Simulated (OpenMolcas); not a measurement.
**A ladder of methods for BH3S (SMILES BS)**

BH3S: 5 atoms, total charge 0, spin state singlet. SMILES: `BS`. Geometry: relaxed at PBE0-D4/def2-TZVP.

```xyz
5

B    -0.3921   -0.4210    0.0881
S     0.1617    1.2369   -0.1543
H    -1.5629   -0.5564    0.2642
H     0.3671   -1.3376    0.0742
H     1.4761    1.0044   -0.3136
```

Quantity: the energy change with the B1–S2 bond stretched from 1.765 to 4.412 Å, in eV. The values are calculated.

```tsv
level	kind	program	value (eV)	less FCI/STO-3G	CPU time (all runs)
HF/STO-3G (restricted)	Hartree–Fock	OpenMolcas	10.78	+4.89	4.2 s
SVWN5/STO-3G (restricted)	LDA	OpenMolcas	8.68	+2.79	46 s
MP2/STO-3G (restricted)	perturbation theory	OpenMolcas	6.47	+0.58	4.3 s
CASSCF(2,2)/STO-3G	multireference	OpenMolcas	5.08	-0.81	3.9 s
ACPF/STO-3G (restricted)	coupled cluster or CI	OpenMolcas	-2.56	-8.45	4.6 s
FCI/STO-3G	exact in the basis	OpenMolcas	5.89	0.00	30 s
```

FCI/STO-3G is exact within its basis and frozen core, so for wave-function methods in that basis the difference is their error; functionals converge differently with the basis, so for them it is only a difference. Spin-restricted single references rise too steeply as a bond breaks, Hartree–Fock most of all. Perturbation and coupled-cluster corrections on them can overshoot downwards. The first shape isn't each level's own minimum. The values span -2.56 to 10.78 eV. All rows use very small basis sets, so even the best lies far from the true value. CPU times are rough (shared hosts, several kinds of processor): they show what a rung costs within a factor of a few.
